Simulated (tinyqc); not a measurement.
Inside a calculation. Method: Pariser-Parr-Pople SCF with singles CI, for the molecule C=C1C=CC=C1 (SMILES; centres numbered as the heavy atoms are written). One step of it, computed by the program tinyqc.

Question. Singles CI, triplets. Over the 9 single excitations with the smallest orbital gaps: A = (e_a - e_i) delta - (ij|ab), with (pq|rs) = sum c_mp c_mq gamma_mn c_nr c_ns.

orbital energies (eV): -12.268390  -8.951018  -7.757647  -1.268412  3.408020  3.708848

coefficients:
```
         MO1        MO2        MO3        MO4        MO5        MO6
1C  0.334869   0.560561   0.000000   0.678871   0.000000  -0.335810
2C  0.545960   0.440586   0.000000  -0.317544   0.000000   0.637948
3C  0.407002  -0.096544   0.596412  -0.345406  -0.379858  -0.453567
4C  0.359506  -0.486320   0.379858   0.315983   0.596412   0.185482
5C  0.359506  -0.486320  -0.379858   0.315983  -0.596412   0.185482
6C  0.407002  -0.096544  -0.596412  -0.345406   0.379858  -0.453567
```

repulsion gamma_rs (eV):
```
           1C         2C         3C         4C         5C         6C
1C  12.610000   5.664863   3.959208   3.022467   3.022467   3.959208
2C   5.664863  12.610000   5.664053   4.226723   4.226723   5.664053
3C   3.959208   5.664053  12.610000   5.665620   4.226249   4.225344
4C   3.022467   4.226723   5.665620  12.610000   5.664863   4.226249
5C   3.022467   4.226723   4.226249   5.664863  12.610000   5.665620
6C   3.959208   5.664053   4.225344   4.226249   5.665620  12.610000
```

Give: triplet CI matrix; triplet excitation energies.

Answer.

triplet CI matrix (eV):
```
         3>4      2>4      1>4      3>5      3>6     2>5      2>6      1>5
3>4   1.2612   0.0000   0.0000   0.0000  -1.1408  0.7113   0.0000  -1.0748
2>4   0.0000   1.6284  -0.8402   0.7113   0.0000  0.0000   0.5382   0.0000
1>4   0.0000  -0.8402   5.2657  -1.0748   0.0000  0.0000   1.3025   0.0000
3>5   0.0000   0.7113  -1.0748   4.6464   0.0000  0.0000   0.5602   0.0000
3>6  -1.1408   0.0000   0.0000   0.0000   5.4394  0.5602   0.0000  -1.0562
2>5   0.7113   0.0000   0.0000   0.0000   0.5602  6.5625   0.0000   1.5050
2>6   0.0000   0.5382   1.3025   0.5602   0.0000  0.0000   6.9253   0.0000
1>5  -1.0748   0.0000   0.0000   0.0000  -1.0562  1.5050   0.0000   9.9039
1>6   0.0000   1.3025   0.0772  -1.0562   0.0000  0.0000  -0.8959   0.0000

         1>6
3>4   0.0000
2>4   1.3025
1>4   0.0772
3>5  -1.0562
3>6   0.0000
2>5   0.0000
2>6  -0.8959
1>5   0.0000
1>6   9.4587
```

triplet excitation energies (eV): 0.5920  1.0061  3.3633  5.3252  5.9937  6.6050  7.4538  10.1076  10.6447
